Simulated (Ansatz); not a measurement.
Reaction (SMILES): BN (BH2-NH2) → [BH2] (BH2) + [NH2] (NH2)
B3LYP-D3(BJ)/def2-TZVP geometries, fixed; electronic energies without zero-point terms.
Largest species:
```
B
N 1 1.3876
H 2 1.0069 1 123.31
H 2 1.0069 3 113.37 1 180.00
H 1 1.1928 2 119.04 3 0.00
H 1 1.1928 5 121.92 2 180.00
```
Charge 0, spin multiplicity 1.

Basis-set convergence of the bond dissociation energy at PBE0 with Ansatz (a quantum-chemistry and plane-wave program). Cartesian d functions, on some or all atoms, in 6-31G*, 6-31+G*; all else is spherical. The program fits the integrals of some runs and decomposes those of others, by size. Open shells are unrestricted. No added dispersion term, no relativity. Functions are those of the species that has most. Reference: the value in aug-pcseg-3, 146.27 kcal/mol, itself unsure by roughly 0.12 kcal/mol (its mean distance from aug-cc-pVQZ, cc-pV5Z, def2-QZVPPD). Deviations are taken from unrounded values.

```tsv
basis	functions	bond dissociation energy (kcal/mol)
6-31G*	38	147.82
6-31+G*	46	146.59
cc-pVDZ	48	147.81
aug-cc-pVDZ	82	144.71
def2-SVP	48	151.01
def2-SVPD	72	149.18
pcseg-1	48	147.64
aug-pcseg-1	82	145.55
6-311G**	60	148.12
6-311+G**	68	146.48
def2-TZVP	86	146.79
def2-TZVPD	110	146.01
cc-pVTZ	116	147.08
aug-cc-pVTZ	184	145.81
pcseg-2	116	146.87
aug-pcseg-2	184	146.37
def2-TZVPP	118	146.61
def2-TZVPPD	142	146.07
cc-pVQZ	230	146.79
aug-cc-pVQZ	344	146.21
def2-QZVPP	234	146.34
def2-QZVPPD	258	146.11
pcseg-3	252	146.33
aug-pcseg-3	366	146.27
```

What the diffuse functions change, pair by pair:
- 6-31G* to 6-31+G*: 8 more functions, deviation 1.55 to 0.32 kcal/mol
- cc-pVDZ to aug-cc-pVDZ: 34 more functions, deviation 1.54 to -1.56 kcal/mol
- def2-SVP to def2-SVPD: 24 more functions, deviation 4.74 to 2.92 kcal/mol
- pcseg-1 to aug-pcseg-1: 34 more functions, deviation 1.37 to -0.72 kcal/mol
- 6-311G** to 6-311+G**: 8 more functions, deviation 1.86 to 0.21 kcal/mol
- def2-TZVP to def2-TZVPD: 24 more functions, deviation 0.53 to -0.25 kcal/mol
- cc-pVTZ to aug-cc-pVTZ: 68 more functions, deviation 0.81 to -0.45 kcal/mol
- pcseg-2 to aug-pcseg-2: 68 more functions, deviation 0.61 to 0.11 kcal/mol
- def2-TZVPP to def2-TZVPPD: 24 more functions, deviation 0.34 to -0.20 kcal/mol
- cc-pVQZ to aug-cc-pVQZ: 114 more functions, deviation 0.52 to -0.06 kcal/mol
- def2-QZVPP to def2-QZVPPD: 24 more functions, deviation 0.08 to -0.16 kcal/mol
- pcseg-3 to aug-pcseg-3: 114 more functions, deviation 0.06 to 0.00 kcal/mol

Leaving out the reference's own pair, they bring the value nearer the reference by more than 0.12 kcal/mol in 9 of 11 pairs.
